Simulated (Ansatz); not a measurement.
Geometry optimisation, Ansatz 0.2.0, RKS r2SCAN-D4/def2-SVP.

Input:

```yaml
crystal:
  periodic: [false, false, false]
  atoms:
    - { symbol: Al, position_ang: [0.0, 0.0, 0.0] }
    - { symbol: H, position_ang: [1.0219, 0.0, 1.433] }
    - { symbol: C, position_ang: [2.1347, 0.0, 0.3896] }
    - { symbol: H, position_ang: [2.4643, -1.0462, 0.2194] }
    - { symbol: H, position_ang: [1.9982, 0.508, -0.5878] }
    - { symbol: H, position_ang: [2.9043, 0.5381, 0.9814] }
    - { symbol: H, position_ang: [-1.351, 0.0, -0.78] }
basis:
  gaussian: { orbitals: def2-SVP }
hamiltonian:
  xc: r2scan
  dispersion: d4
relax:
  f_tol: 0.15
  max_steps: 25
  restrain:
    - { distance: [1, 2], at: 2.31, k: 30.0 }
    - { distance: [0, 1], at: 1.56, k: 30.0 }
    - { distance: [0, 2], at: 1.97, k: 30.0 }
output:
  orbitals: {}
```

Launched with:

```bash
$ ansatz run input.yaml --threads 1 --pin off --max-ram 2048MiB --backend cpu --events-out ev --progress --plain --runs-dir out
```

Question: Where does it end, and by what steps?

Answer: The run converged. The restraints hold the end off the free minimum. After 8 steps the energy has fallen by 4.587 eV (the restraints' own energy left out); H5 moved furthest, 0.76 Å.

```csv
step,energy less start (eV),largest force component (eV/Å),accepted
0,0.0000,3.781,yes
1,-1.1129,2.914,yes
2,-2.2199,2.832,yes
3,-3.6481,1.872,yes
4,-4.3926,2.014,yes
5,-4.5631,1.702,yes
6,-4.5957,1.416,yes
7,-4.5924,1.194,yes
8,-4.5874,1.197,yes
```

```xyz
7
Properties=species:S:1:pos:R:3
Al 0.178 -0.013 0.269
H 0.547 -0.373 1.732
C 2.102 0.068 -0.001
H 2.437 -0.930 0.339
H 2.644 0.312 -0.930
H 2.438 0.765 0.789
H -1.172 0.171 -0.543
```

Run time: 23 s on 1 thread of Arm Neoverse V1 (shared host), peak memory 0.12 GiB.
